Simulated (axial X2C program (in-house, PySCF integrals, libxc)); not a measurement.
Results of a calculation; reference values are marked as such.
# BH: input and output

Program: an in-house all-electron X2C program for linear molecules (integrals from PySCF).

Input:
```json
{
 "zs": [
  5,
  1
 ],
 "q": 0,
 "bas": [
  "dyall-v3z",
  "dyall-v3z"
 ],
 "levels": [
  "PBE0",
  "HF",
  "PW91"
 ],
 "cc": true,
 "r0": 1.17,
 "thr": -2.0,
 "nmax": 90,
 "npts": 10,
 "nst": 2,
 "ntry": 6
}
```
```bash
python so2c.py task.json out
```

Keys: zs atomic numbers; q charge; bas basis sets; levels methods; cc coupled cluster on or off; r0 starting distance in Å; thr threshold in hartree for freezing inner shells (an s shell follows its p shell); nmax most natural virtual spinors; npts points on the curve; nst determinants followed; ntry starts of the search. HF also brings MP2.

Output of the HF step, two-component, at R = 1.241 Å for the state Ω = 0. It starts from PBE0 orbitals of this distance.

```
two-component X2C + atomic mean field  HF
basis functions 59  fitting functions 360  grid points 4348
iter        total energy     max residual
   1        -25.133861788     5.08e-02
   2        -25.137047757     4.07e-03
   3        -25.137178987     8.92e-04
   4        -25.137188672     1.98e-04
   5        -25.137189073     2.39e-05
   6        -25.137189087     3.73e-06
   7        -25.137189087     5.64e-07
converged
one-electron -37.17096412  Coulomb 14.03456502  exact exchange -4.13208289  xc functional 0.00000000  nuclear repulsion 2.13205967  atomic mean-field constant -0.00076677
correlated 4  virtual 108  natural virtual 64  E(MP2) -0.075123565  MP2 remainder -0.001172472
iter   CCSD correlation   residual
   1     -0.089153954   1.19e-01
   2     -0.097876302   5.93e-02
   3     -0.098606307   1.68e-02
   4     -0.098695554   3.90e-03
   5     -0.098656557   1.38e-03
   6     -0.098660757   4.91e-04
   7     -0.098664745   1.06e-04
   8     -0.098662902   2.31e-05
   9     -0.098662923   5.76e-06
  10     -0.098662986   1.74e-06
  11     -0.098663006   5.32e-07
(T) -0.001915868  T1 0.0183  D1 0.0247  max T2 0.119
```
Energies are in hartree; totals compare only within one Hamiltonian and basis. T1 in the output is the amplitude norm over the root of the electron number; divide by √2 for the Lee–Taylor value.
